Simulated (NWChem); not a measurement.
Molecule: NH, triplet; SMILES [NH]

```xyz
2

N      0.0000     0.0000    -0.1308
H      0.0000     0.0000     0.9159
```
Atoms are numbered in this order, from 1.

Results from NWChem. Spin-unrestricted. Medium grid unless said otherwise, to which SCAN and Minnesota functionals are sensitive. The geometry was optimised at PBE0/def2-SVP, spin-unrestricted. No stability test was run on the SCF state. B3LYP is NWChem's, with the RPA form of VWN correlation. Total energies of different functionals are on different scales.

```csv
level,energy (Ha),highest occupied level (eV),"lowest empty minus highest occupied level, either spin (eV)",dipole (D),<S²>
B3LYP/def2-TZVP,-55.2448,-9.29,6.16,1.59,2.01
PBE/def2-TZVP,-55.1714,-7.82,3.66,1.55,2.00
B97-D/def2-TZVP,-55.2098,-7.83,3.65,1.55,2.01
MN15/def2-TZVP,-55.1703,-10.23,8.41,1.63,2.01
TPSSh/def2-TZVP,-55.2504,-8.72,5.84,1.59,2.01
"LDA (Slater exchange, PW92)/def2-TZVP",-54.7593,-7.87,…,1.61,2.01
OLYP/def2-TZVP,-55.2269,-7.69,3.66,1.50,2.01
```

Problem. Fill in the missing entries.

Solution. 
- LDA (Slater exchange, PW92)/def2-TZVP, lowest empty minus highest occupied level, either spin (eV): 3.15
